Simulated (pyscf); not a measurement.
Structures and frequencies: ωB97X-D3(BJ)/def2-SVP in PySCF. Correlated levels are frozen-core, on RHF or UHF. ΔMP2 is the change of the MP2 total energy from the triple- to the quadruple-zeta basis.

Q: What is the homolytic dissociation enthalpy (298 K, CCSD(T)/def2-TZVPP + ΔMP2(QZVPP)) of the Ga–Si bond of H₃Si–Ga=AsH (SMILES [SiH3][Ga]=[AsH]), to SiH₃• + [Ga=AsH]•?

A: Ga–Si to SiH₃• + [Ga=AsH]•: 57.7 kcal/mol. The radicals are drawn with the spin at the cut bond; how far it spreads was not checked. H₃Si–Ga=AsH lies 17.6 kcal/mol over its isomer H₃Si–AsH–Ga [singlet], and others may lie lower still (electronic energy, ωB97M-D3(BJ)). The CCSD(T) − MP2 part came from Ansatz, without density fitting, on the same reference. The frozen core leaves the outer d or s,p core shells of the metals and heavy elements correlated in the MP2 and CC values, and def2-TZVPP describes them poorly, which can shift differences by a few kcal/mol. Elements up to Kr have no core potential and no relativistic terms here.
